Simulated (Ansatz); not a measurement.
Cost and result for the atomization energy of C$_{4}$H$_{6}$S, SMILES `C1=CSCC1` (11 atoms, 11 bonds).

Cartesian coordinates in Å:
```
C 0.980 -0.039 0.620
C 0.043 -0.390 1.495
S -1.564 -0.563 0.827
C -1.023 0.253 -0.711
C 0.492 0.072 -0.794
H 2.024 0.076 0.885
H 0.193 -0.594 2.547
H -1.556 -0.183 -1.555
H -1.285 1.310 -0.635
H 0.747 -0.845 -1.342
H 0.949 0.903 -1.337
```

Total charge 0; spin multiplicity 1. The geometry is a stationary point of PBE0-D4/def2-TZVP. Program: Ansatz. All runs use 4 threads of a server CPU on a shared host. Times are those of one run each, without the atoms' runs, and a repeat can differ threefold. Electronic energies, without spin–orbit coupling; frozen cores. CCSD(T)/CBS adds CCSD(T) − MP2 in def2-TZVPP to the MP2 limit, and its time is that of the two runs behind it. T1 = 0.012. HSE06 is the plane-wave form, built on full-range PBE exchange.

CCSD(T)/CBS is a level of theory with its own doubt, some kJ/mol a heavy atom from the limit and from the frozen cores, so smaller differences don't rank the functionals.

```
                  level  functions  wall time  atomization (kJ/mol)  difference from CCSD(T)/CBS  per bond
     BLYP-D4/def2-TZVPP        250        2 s                4536.5                         -7.2      -0.7
   revPBE-D4/def2-TZVPP        250      2.1 s                4580.9                         37.2       3.4
     PBE0-D4/def2-TZVPP        250      2.9 s                4611.1                         67.4       6.1
    BHLYP-D4/def2-TZVPP        250        3 s                4415.4                       -128.3     -11.7
    HSE06-D4/def2-TZVPP        250      3.2 s                4614.6                         70.9       6.5
CAM-B3LYP-D4/def2-TZVPP        250      3.3 s                4554.9                         11.2       1.0
       CCSD(T)/def2-SVP        104      4.3 s                4340.4                       -203.3     -18.5
  r2SCANh-D4/def2-TZVPP        250      4.9 s                4549.5                          5.8       0.5
    PBE-QIDH/def2-TZVPP        250        6 s                4563.2                         19.5       1.8
      B97M-V/def2-TZVPP        250        9 s                4569.2                         25.5       2.3
         MP2/def2-QZVPP        478       25 s                4585.4                         41.7       3.8
     CCSD(T)/def2-TZVPP        250    2.2 min                4432.5                       -111.2     -10.1
      CCSD(T)/CBS(def2)          –    2.6 min                4543.7                          0.0       0.0
```

In def2-TZVPP, CCSD(T) changes the Hartree–Fock value by +1096.0 kJ/mol (the triples alone add +77.9 kJ/mol) and MP2 by +1183.7 kJ/mol; breaking electron pairs costs correlation energy, which Hartree–Fock lacks. From r2SCAN to r2SCAN0 (25 % exact exchange), in def2-TZVPP and without D4, the atomization energy moves by −60.3 kJ/mol: exact exchange takes away binding that semilocal exchange gives to molecules. Leaving LDA and LC-ωPBE aside and taking each functional with its dispersion term where it has one, the values, not all of them listed here, spread over 273.2 kJ/mol, from BHLYP-D4 to PBE-D4. LDA lies +582.4 kJ/mol from PBE without D4, its usual overbinding.
